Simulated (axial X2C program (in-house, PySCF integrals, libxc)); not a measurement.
# Spectroscopic constants of SiH⁻

All values were computed with an in-house relativistic program for diatomic molecules. Spin-free means the one-electron spin-free X2C Hamiltonian; two-component (2c) means X2C with spin–orbit coupling and atomic mean-field two-electron Coulomb and Gaunt terms, so the difference of the two also holds small scalar two-electron terms. Basis: Si dyall-av3z [9s8p3d2f], H dyall-av3z [7s3p2d] (cores contracted in-house); Gaussian nuclei, density fitting, unrestricted open shells. Masses: Si 27.977 u, H 1.008 u.

Input:
```json
{"zs": [14, 1], "q": -1, "bas": ["dyall-av3z", "dyall-av3z"], "levels": ["PBE0", "HF", "M06"], "cc": true, "r0": 1.48, "thr": -2.0, "nmax": 90, "npts": 10, "nst": 2, "ntry": 6}
```
```bash
python so2c.py task.json out
```

Keys: zs atomic numbers; q charge; bas basis sets; levels methods; cc coupled cluster on or off; r0 starting distance in Å; thr threshold in hartree for freezing inner shells (an s shell follows its p shell); nmax most natural virtual spinors; npts points on the curve; nst determinants followed; ntry starts of the search. HF also brings MP2.

State, spin-free: M_S = 1, Λ = 0 (beyond evenly filled blocks: π+α, π-α); electrons by block: σα: 5, σβ: 5, π+α: 2, π+β: 1, π-α: 2, π-β: 1. Fragments: Si- + H.

State, 2c: Ω = 1 (⟨Sz⟩ = 1.00, ⟨Lz⟩ = 0.00 at PBE0); electrons by block: 1/2: 6, -1/2: 7, 3/2: 2, -3/2: 1. Fragments: Si- + H.

```
Hamiltonian    level  Re (Å)  ωe (cm⁻¹)  ωexe (cm⁻¹)  De (eV)  D0 (eV)  k (mdyn/Å)  μ (D)
         2c     PBE0   1.560     1851.7         39.6     2.97     2.86        1.97  -0.05
         2c       HF   1.546     1922.3         42.1     2.15     2.03        2.12   0.14
         2c      MP2   1.549     1903.2         40.4     2.77     2.65        2.08    n/a
         2c     CCSD   1.556     1852.1         42.1     2.96     2.84        1.97    n/a
         2c  CCSD(T)   1.559     1837.0         42.5     2.97     2.85        1.93    n/a
         2c      M06   1.547     1888.3         48.1     3.13     3.01        2.04  -0.06
```

Spin-free values that have a 2c row agree with it to the digits that matter (0.001 Å, 0.01 eV) and are not repeated.

Correlated methods: 6 electrons correlated (number of frozen shells: Si 2 s, 1 p; H none), 150 virtual spin orbitals or spinors in MP2, 90 natural virtuals in coupled cluster.

Dipoles are positive if H is the positive end and refer to the centre of mass.

The state is one determinant whose occupation by symmetry is held fixed; it was picked as the lowest of a PBE0 search that is not exhaustive. De is counted from the lowest determinant-based energies of the atoms at the same level, without counterpoise correction. Density functionals use the spin component along the axis (collinear). Coupled cluster ran in a truncated set of natural virtual spinors; the MP2 energy of the rest was added. (T) has no such correction and the atoms are truncated less, which lowers De at CCSD(T) by a hundredth of an eV or more. Other states lie close and PBE0, whose exact exchange favours high spin, may order them wrongly; the determinant shown need not be the ground state. The nearest other 2c determinant of the search, Ω = 0, lies 0.71 eV up at the distance of the search. Without a current term, density functionals place determinants with orbital angular momentum somewhat too high. With several unpaired electrons one determinant need not be a pure state. Open-shell Ω = 0 determinants with evenly filled partner blocks cannot be reached by this program, so the Ω shown need not be the lowest component. This is the Ω = 1 component of a π² triplet; the 0⁺ component is not one determinant and can lie lowest. The highest occupied level of some functionals is positive through self-interaction error; at Hartree–Fock it is bound. Hartree–Fock gets electron affinities wrong, so its lowest charge split need not be the true one.

Rough cost a point (2c) on 1 thread(s) of a shared host, integrals apart: PBE0 0.22 s, HF 0.1 s, CCSD(T) 2.4 s, M06 0.4 s.

The whole task took 69 s on 1 thread of Intel(R) Xeon(R) Processor @ 2.30GHz, with other jobs on the host.
